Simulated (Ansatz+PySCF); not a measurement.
The numbers below are computed, except where a source is named.
This PySCF input gave a total energy of -55.10977 hartree.

```python
from pyscf import gto, dft

mol = gto.M(atom="""
N 0.000000 0.000000 -0.170100
H 0.000000 0.000000 1.190720
""", basis='6-31g', charge=0, spin=2)
mf = dft.UKS(mol, xc='pbe0')
mf.kernel()
print(mf.converged, mf.e_tot, mf.spin_square()[0])
```

Question: Write an input for Ansatz with the same method and basis set.

Answer:

```yaml
crystal:
  periodic: [false, false, false]
  atoms:
    - { symbol: "N", position_ang: [0.0, 0.0, -0.1701] }
    - { symbol: H, position_ang: [0.0, 0.0, 1.19072] }
basis:
  gaussian: { orbitals: "6-31G" }
magnetization:
  spin_polarized: true
  initial_magnetization: 2
hamiltonian:
  xc: pbe0
scf:
  omitted_lower_state_checks: [stability, starts, atomic_configurations, cluster_reference, orbital_swaps, given_window_search, neighbouring_geometries, increment]
```

Ansatz (development build ahead of 0.2.0) gave -55.10977 hartree, 0.00 meV from the first.
